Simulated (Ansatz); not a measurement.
`S[SiH2]Cl` + H• → `S[SiH]Cl`• + H₂  (hydrogen abstraction from the Si–H bond)

Isolated molecules relaxed with PBE0-D4/def2-TZVP in Ansatz; ΔE leaves out vibrations. CBS: MP2 limit from def2 TZ/QZ plus the TZ coupled-cluster correction, frozen cores. This one scheme is used for every species, atoms too. DFT in def2-TZVPP. Open shells (•) are unrestricted, without spin–orbit coupling. One conformer a species, not always the lowest.

| level | ΔE (kcal/mol) |
| --- | --- |
| ωB97M-V | -12.5 |
| PBE-QIDH | -11.7 |
| CCSD(T)/def2-TZVPP | -13.3 |
| SCS-MP2/def2-QZVPP | -11.4 |

(1) What does CCSD(T)/CBS give? (Estimate.)

Largest T1 diagnostic among the species: 0.014.

## Answers

(1) Computed: -13.4 kcal/mol. The listed levels differ from it by 0.9, 1.7, 0.1, 2.0 kcal/mol.

In def2-TZVPP, CCSD(T) changes the Hartree–Fock value by −6.4 kcal/mol (the triples alone add −0.1 kcal/mol) and MP2 by −3.4 kcal/mol. Leaving LDA and LC-ωPBE aside and taking each functional with its dispersion term where it has one, the values, not all of them listed here, spread over 7.6 kcal/mol, from BLYP-D4 to PBE-QIDH. LDA lies +0.7 kcal/mol from PBE without D4. At CCSD(T), def2-SVP lies +2.6 kcal/mol from the extrapolated value and def2-TZVPP +0.1 kcal/mol.
